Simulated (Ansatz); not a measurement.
```yaml
crystal:
  periodic: [false, false, false]
  atoms:
    - {symbol: O, position_ang: [-0.214747, 0.402675, 1.846154]}
    - {symbol: C, position_ang: [-0.626607, 0.033755, 0.549554]}
    - {symbol: N, position_ang: [0.601165, 0.268787, -0.125486]}
    - {symbol: C, position_ang: [0.698943, -0.200732, -1.267308]}
    - {symbol: F, position_ang: [-0.256861, -1.265740, -1.903944]}
    - {symbol: H, position_ang: [0.275756, 1.331224, 2.090039]}
    - {symbol: H, position_ang: [-1.410529, 0.615059, 0.318643]}
    - {symbol: H, position_ang: [-0.798475, -1.036003, 0.732697]}
    - {symbol: H, position_ang: [1.666176, -0.191190, -2.016678]}
basis:
  gaussian: {orbitals: cc-pVTZ}
hamiltonian: {xc: {name: PBE0}}
relax: {f_tol: 0.001, max_steps: 2}
```

```sh
$ ansatz run in.yaml --threads 2 --pin off --events-out ev --progress --plain --max-ram 4352MiB
```

**Question.** How does Ansatz answer? (Best estimate.)

**Answer.** The calculation gave: No converged result was reached.
```
Functional definition: PBE0
1077 factors; their error is unknown
mean field evaluation 1: about -8378.0817 eV, gradient 5.9e1 eV
mean field evaluation 2: about -8367.3269 eV, gradient 9.5e1 eV
mean field evaluation 4: about -8384.2236 eV, gradient 6.4e0 eV
mean field evaluation 8: about -8384.2870 eV, gradient 2.1e-1 eV
mean field evaluation 16: about -8384.2792 eV, gradient 1.5e-4 eV
mean field -8384.27921720 eV, -308.1165781635 hartree, gradient 2.9e-5 eV, S^2 0.000000; 0 other end points of the search recorded, 0 dependent functions left out
reference -8384.27924088 eV, -308.1165790336 hartree; 20, 20 occupied and 186, 186 virtual orbitals, 1077 factors
relax step   1: F+E_penalty+E_count = -8384.27921720 eV  Δ(F+E_penalty+E_count) = +0.000e0 eV  max|allowed force component| = 4.586e0 eV/Å  Δτ_max = 0.0000 Å  (28 SCF iters, accepted)
1077 factors; their error is unknown
mean field -8385.88346244 eV, -308.1755330885 hartree, gradient 1.5e-5 eV, S^2 0.000000; 0 other end points of the search recorded, 0 dependent functions left out
reference -8385.88348612 eV, -308.1755339590 hartree; 20, 20 occupied and 186, 186 virtual orbitals, 1077 factors
relax step   2: F+E_penalty+E_count = -8385.88346244 eV  Δ(F+E_penalty+E_count) = -1.604e0 eV  max|allowed force component| = 2.598e0 eV/Å  Δτ_max = 0.1935 Å  (38 SCF iters, accepted)
Error: geometry relaxation did not converge after 2 steps: max|allowed force component| = 2.60e0 eV/Å (threshold 1.0e-3). Raise `relax.max_steps` over both its present limit and 2, loosen `relax.f_tol`, or start from a geometry closer to equilibrium. Where this run's directory can be resumed (`checkpoint.write`), a resume goes on for up to `relax.max_steps` more
```
